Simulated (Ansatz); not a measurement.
**[OH···H···BH₂], doublet: transfer scan**

Starting geometry:

```xyz
6

O    -1.1998   -0.0303    0.0000
H    -1.4491    0.8963    0.0000
H    -0.2402   -0.0303    0.0000
B     1.5492   -0.0303    0.0000
H     2.0583   -0.0303    1.0770
H     2.0583   -0.0303   -1.0770
```

From there H3 is moved from one fragment to the other while all else, the fragments' distance too, stays fixed; atoms are numbered as listed. Energies are in kcal/mol, counted from the starting geometry at the same level. Kohn–Sham curves are unrestricted where that lies lower.

Basis cc-pVDZ; Ansatz 0.2.0. Only valence electrons are correlated (noble-gas cores frozen). R marks a restricted (for open shells ROHF) determinant, U an unrestricted one.

Full CI isn't at hand for all of this; UCCSDT(Q) serves as the reference, and is uncertain by about the last step of the cluster series.

```tsv
distance O1-H3 (Å)	r2SCAN0
0.892	4.2
0.960	0.0
1.048	1.5
1.137	6.3
1.225	10.6
1.314	12.6
1.402	12.6
1.491	12.0
1.579	13.0
```

Estimate the UCCSDT(Q) curve in cc-pVDZ from this one, knowing how r2SCAN0 errs.

The computed UCCSDT(Q) values, in kcal/mol from the starting point, and the error of r2SCAN0 against them:
| distance O1-H3 (Å) | UCCSDT(Q) | r2SCAN0 less UCCSDT(Q) |
| --- | --- | --- |
| 0.892 | 4.2 | 0.0 |
| 0.960 | 0.0 | 0.0 |
| 1.048 | 1.8 | -0.3 |
| 1.137 | 6.9 | -0.7 |
| 1.225 | 11.7 | -1.1 |
| 1.314 | 14.1 | -1.5 |
| 1.402 | 14.1 | -1.4 |
| 1.491 | 13.0 | -0.9 |
| 1.579 | 13.3 | -0.3 |

The error spans 1.5 kcal/mol and is largest, -1.5 kcal/mol, at 1.314 Å.

In so small a basis the reference is far from its limit while semilocal and hybrid functionals are nearer theirs, so the functionals' errors here hold much of the reference's basis and frozen-core error, which can add to them or hide them.
